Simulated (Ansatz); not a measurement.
A nudged elastic band was laid between two geometries of H$_{4}$OSi (6 atoms, charge 0, multiplicity 1).

All numbers below come from RKS B3LYP-D4/def2-SVP in Ansatz 0.2.0.

| Quantity | Value |
| --- | --- |
| movable images | 7 |
| climbing image | yes |
| spring | 5.0 eV/Å² |
| optimiser | quadratic models (default) |
| start path | IDPP |
| force threshold | 0.03 eV/Å |
| iteration limit | 60 |
| end points | relaxed |

Image 0:

```xyz
6
Properties=species:S:1:pos:R:3
O 0.647 -1.046 0.426
Si -0.036 0.348 -0.188
H 0.070 -1.645 0.913
H -1.133 0.054 -1.161
H 1.058 1.075 -0.881
H -0.606 1.214 0.890
```

Image 8:

```xyz
6
Properties=species:S:1:pos:R:3
O 0.139 -1.252 0.328
Si -0.151 0.302 -0.209
H 0.773 -1.362 1.046
H -1.142 0.181 -1.309
H 1.090 0.956 -0.726
H -0.708 1.174 0.870
```

**Question.** Which bonds break or form, and what moves?

**Answer.** No bond is made or broken. The dihedral H3–O1–Si2–H6 goes from 61 to -61°. The two ends are copies of one structure, up to a mirror image or an exchange of like atoms.

**Question.** Give the energies along the band, and the barrier.

**Answer.** The forces met the threshold. The highest image is number 4 of 0 to 8, 0.6 kcal/mol above the ends, which have the same energy within 2 meV. A vibrational analysis at the climbing image gives one clearly imaginary mode, 230i cm⁻¹: a first-order saddle point.

```json
{"image": "0", "path coordinate (Å)": "0.00", "energy (kcal/mol)": "0.0", "dihedral H3–O1–Si2–H6 (°)": "61"}
{"image": "1", "path coordinate (Å)": "0.15", "energy (kcal/mol)": "0.1", "dihedral H3–O1–Si2–H6 (°)": "47"}
{"image": "2", "path coordinate (Å)": "0.31", "energy (kcal/mol)": "0.3", "dihedral H3–O1–Si2–H6 (°)": "32"}
{"image": "3", "path coordinate (Å)": "0.46", "energy (kcal/mol)": "0.5", "dihedral H3–O1–Si2–H6 (°)": "16"}
{"image": "4", "path coordinate (Å)": "0.62", "energy (kcal/mol)": "0.6", "dihedral H3–O1–Si2–H6 (°)": "0"}
{"image": "5", "path coordinate (Å)": "0.77", "energy (kcal/mol)": "0.5", "dihedral H3–O1–Si2–H6 (°)": "-16"}
{"image": "6", "path coordinate (Å)": "0.93", "energy (kcal/mol)": "0.3", "dihedral H3–O1–Si2–H6 (°)": "-32"}
{"image": "7", "path coordinate (Å)": "1.08", "energy (kcal/mol)": "0.1", "dihedral H3–O1–Si2–H6 (°)": "-47"}
{"image": "8", "path coordinate (Å)": "1.24", "energy (kcal/mol)": "0.0", "dihedral H3–O1–Si2–H6 (°)": "-61"}
```

**Question.** What is the geometry of the highest image?

**Answer.** 
```xyz
6
Properties=species:S:1:pos:R:3
O 0.435 -1.208 0.234
Si -0.073 0.311 -0.236
H 0.322 -1.445 1.160
H -1.119 0.199 -1.291
H 1.072 1.084 -0.797
H -0.638 1.059 0.931
```

**Question.** What are the harmonic wavenumbers there?

**Answer.** 230i, 636, 745, 834, 914, 943, 966, 1023, 2199, 2226, 2235, 3900 cm⁻¹.

The band took 7 iterations and about 40 core-seconds.

Time of the run: 40 s on 1 CPU thread of a shared host.
